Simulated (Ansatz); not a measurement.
## Dissociation curves of AlH3 (SMILES [AlH3])

AlH3: 4 atoms, total charge 0, spin state singlet. As SMILES, `[AlH3]`. The coordinates come from a PBE0-D4/def2-TZVP relaxation.

| atom | x (Å) | y (Å) | z (Å) |
| --- | --- | --- | --- |
| Al | 0.0137 | -0.0148 | -0.0051 |
| H | 0.6332 | 0.6709 | 1.2836 |
| H | -1.3408 | -0.8320 | 0.1051 |
| H | 0.7494 | 0.1157 | -1.4039 |

The Al1–H3 distance is scanned; the parts on either side stay rigid. Basis 6-31G(d), 5 core orbitals frozen in the correlated methods; program Ansatz 0.2.0. FCI is exact within this basis and core. Energies in eV from each method's value at 1.586 Å; methods without a U are spin-restricted. The shape above is that at 1.586 Å.

```
distance (Å)   PBE  revPBE  BHLYP  CAM-B3LYP  RPA@PBE   MP2  BCCD(T)   FCI
       1.586  0.00    0.00   0.00       0.00     0.00  0.00     0.00  0.00
       1.982  0.57    0.56   0.72       0.68     0.59  0.68     0.60  0.60
       2.379  1.57    1.55   1.89       1.82     1.59  1.83     1.60  1.59
       3.171  3.23    3.20   3.87       3.78     3.09  3.73     2.94  2.92
       3.964  4.18    4.14   5.14       5.06     3.76  4.75     3.31  3.32
```

Departure from the FCI curve at its largest: PBE +0.86 eV at 3.96 Å; revPBE +0.82 eV at 3.96 Å; BHLYP +1.82 eV at 3.96 Å; CAM-B3LYP +1.74 eV at 3.96 Å; RPA@PBE +0.44 eV at 3.96 Å; MP2 +1.43 eV at 3.96 Å; BCCD(T) +0.02 eV at 3.17 Å. Restricted functionals keep the electrons paired too, and rise too high.
